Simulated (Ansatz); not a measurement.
## H₂N, SMILES [NH2]: a polarisability from point charges, step by step

Computed with the Ansatz DFT code, driven from Python.

The script reads `h2n.xyz`:
```text
3

N     0.30718   -0.18221    0.15144
H     0.15558    0.82026    0.17479
H    -0.46276   -0.63804   -0.32622
```

Run as a notebook:

**Cell 1**
```python
import ansatz as az
import numpy as np

BASIS_SET = "def2-SVPD"
FUNCTIONAL = "cam_b3lyp"
```

**Cell 2**
```python
molecule = az.Crystal.molecule_from_extxyz("h2n.xyz")
```

**Cell 3**
```python
model = (
    molecule.calculation()
    .basis(gaussian=BASIS_SET)
    .functional(FUNCTIONAL)
    .spin("collinear", total=1)
    .forces()
)
centre = np.mean([site.position_ang for site in molecule.cartesian_sites], axis=0)
field = 2 * 14.399645 * 4.0 / 30.0 ** 2
```

**Cell 4**
```python
def dipole(axis, sign):
    arm = 30.0 * np.eye(3)[axis]
    pair = [{"charge": sign * 4.0, "position_ang": (centre - arm).tolist()}, {"charge": -sign * 4.0, "position_ang": (centre + arm).tolist()}]
    deck = model.input().set(az.key.basis.gaussian.point_charges, pair)
    return np.array(az.Session.from_dict(deck).plan().execute().report["charge_distribution"]["dipole_moment_e_ang"])
```

**Cell 5**
```python
print(f"field {field:.4f} V/A")
alpha = np.array([(dipole(axis, 1) - dipole(axis, -1)) / (2 * field) * 14.399645 for axis in range(3)])
print("polarisability tensor (A^3)")
print(np.array2string(alpha, precision=3, suppress_small=True))
print(f"mean {np.trace(alpha) / 3:.3f} A^3 = {np.trace(alpha) / 3 / 0.14818471:.2f} bohr^3")
```
Output:
```text
field 0.1280 V/A
polarisability tensor (A^3)
[[1.703 0.004 0.152]
 [0.003 1.818 0.044]
 [0.152 0.044 1.517]]
mean 1.680 A^3 = 11.33 bohr^3
```

What to keep in mind:
- The geometry is a force-field or estimated start, not a minimum of this method, and the basis set is short of its limit. The field of two point charges is only nearly even.
- The species is open-shell (spin multiplicity 2).
- It ran for 4.1 s on 1 thread of Intel(R) Xeon(R) Platinum 8488C (Sapphire Rapids), on a shared host, peak memory 0.16 GiB.

(Lines on the test bed's own set-up are left out of the output.)
